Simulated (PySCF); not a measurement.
C₂H₃N, SMILES CC#N.

The structure is a stationary point at PBE0-D3(BJ)/def2-TZVP.

Calculation: PySCF with TDDFT-LC-ωPBE/def2-SVPD.

Vertical excitations; the highest root listed may be one member of a degenerate set. Gas-phase values at a fixed geometry. State labels are in the subgroup Cs.

Computed excitation energies, oscillator strengths and character:
```json
[
 {"state": "S1", "symmetry": "A\"", "energy (eV)": "7.92", "λ (nm)": "157", "f": "0.000", "main pairs": "HOMO−1→LUMO+1 44 %, HOMO→LUMO+2 44 %"},
 {"state": "S2", "symmetry": "A\"", "energy (eV)": "8.36", "λ (nm)": "148", "f": "0.001", "main pairs": "HOMO→LUMO+2, HOMO−1→LUMO+1 (degenerate set)"},
 {"state": "S3", "symmetry": "A'", "energy (eV)": "8.36", "λ (nm)": "148", "f": "0.001", "main pairs": "HOMO→LUMO+1, HOMO−1→LUMO+2 (degenerate set)"},
 {"state": "S4", "symmetry": "A\"", "energy (eV)": "9.51", "λ (nm)": "130", "f": "0.004", "main pairs": "HOMO→LUMO (degenerate set)"},
 {"state": "S5", "symmetry": "A'", "energy (eV)": "9.51", "λ (nm)": "130", "f": "0.004", "main pairs": "HOMO−1→LUMO (degenerate set)"},
 {"state": "S6", "symmetry": "A\"", "energy (eV)": "9.75", "λ (nm)": "127", "f": "0.022", "main pairs": "HOMO−2→LUMO+1 (degenerate set)"},
 {"state": "S7", "symmetry": "A'", "energy (eV)": "9.75", "λ (nm)": "127", "f": "0.022", "main pairs": "HOMO−2→LUMO+2 (degenerate set)"},
 {"state": "S8", "symmetry": "A'", "energy (eV)": "10.74", "λ (nm)": "115", "f": "0.079", "main pairs": "HOMO−2→LUMO 72 %, HOMO−2→LUMO+3 21 %"},
 {"state": "S9", "symmetry": "A'", "energy (eV)": "11.43", "λ (nm)": "108", "f": "0.138", "main pairs": "HOMO−1→LUMO+3 (degenerate set)"},
 {"state": "S10", "symmetry": "A\"", "energy (eV)": "11.43", "λ (nm)": "108", "f": "0.138", "main pairs": "HOMO→LUMO+3 (degenerate set)"},
 {"state": "T1", "symmetry": "A'", "energy (eV)": "6.41", "λ (nm)": "193", "f": "0", "main pairs": "HOMO→LUMO+1 41 %, HOMO−1→LUMO+2 41 %"},
 {"state": "T2", "symmetry": "A\"", "energy (eV)": "7.03", "λ (nm)": "176", "f": "0", "main pairs": "HOMO−1→LUMO+1, HOMO→LUMO+2 (degenerate set)"},
 {"state": "T3", "symmetry": "A'", "energy (eV)": "7.03", "λ (nm)": "176", "f": "0", "main pairs": "HOMO−1→LUMO+2, HOMO→LUMO+1 (degenerate set)"},
 {"state": "T4", "symmetry": "A\"", "energy (eV)": "7.96", "λ (nm)": "156", "f": "0", "main pairs": "HOMO→LUMO+2 44 %, HOMO−1→LUMO+1 44 %"}
]
```
Triplets are in the Tamm–Dancoff approximation, which puts them higher than full response would, so one can lie above its singlet here.
